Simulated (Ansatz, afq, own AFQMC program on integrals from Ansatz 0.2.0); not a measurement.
## Where AFQMC and coupled cluster stand for BSiH$_{6}$, doublet

```xyz
8

Si   -0.8750    0.0000    0.0000
H    -1.3698    1.3997    0.0000
H    -1.3698   -0.6999    1.2122
H    -1.3698   -0.6999   -1.2122
H     0.7470    0.0000    0.0000
B     2.1000    0.0000    0.0000
H     2.6091    0.0000    1.0770
H     2.6091    0.0000   -1.0770
```

Basis cc-pVDZ. Noble-gas cores (and the filled d shells of Ga–Kr and In–Xe) are frozen. Ansatz 0.2.0 and our own AFQMC program on the same integrals; the CISD trial comes from CCSD amplitudes, and released means the phaseless constraint is let go. ± is one standard error of the sampling.

Determinant: UHF, the one that the program's search chose, which needn't be the lowest solution. The geometry is a point of a scan.

No full CI on the walks' own integrals is used here; CCSDT(Q) serves as the reference and is uncertain by about the last step of the cluster series.

* T1 diagnostic: 0.0123
* weight of the determinant in the CISD state: 0.871
* ⟨S²⟩ of the determinant: 0.765
* size of the correlated space: 13 electrons in 56 orbitals

Reference: CCSDT(Q), correlation energy -7.034 eV. The released energy is read at 2.40 1/Eh (meV from the phaseless value at times in 1/Eh: -2.6 ± 2.4 at 0.24, -8.5 ± 2.0 at 0.51, -4 ± 4 at 0.99, -7 ± 3 at 1.62, -11 ± 3 at 2.40).

| level | E − E(reference) (meV) | share of correlation (%) |
| --- | --- | --- |
| HF | 7033.5 | 0.00 |
| MP2 | 1549.1 | 77.97 |
| CCSD | 186.1 | 97.35 |
| CCSD(T) | 37.7 | 99.46 |
| CCSDT | 5.3 | 99.93 |
| ph-AFQMC/CISD | 8.2 ± 2.3 | 99.88 |
| released AFQMC | -3.1 ± 3.2 | 100.04 |

A walk keeps the symmetry of its determinant, which the program's search chose and which needn't be the lowest solution, so a lower state of the same spin and another symmetry isn't excluded. Released energies are given only where the last usable release times agree within the noise; a slower fall can still hide under it.
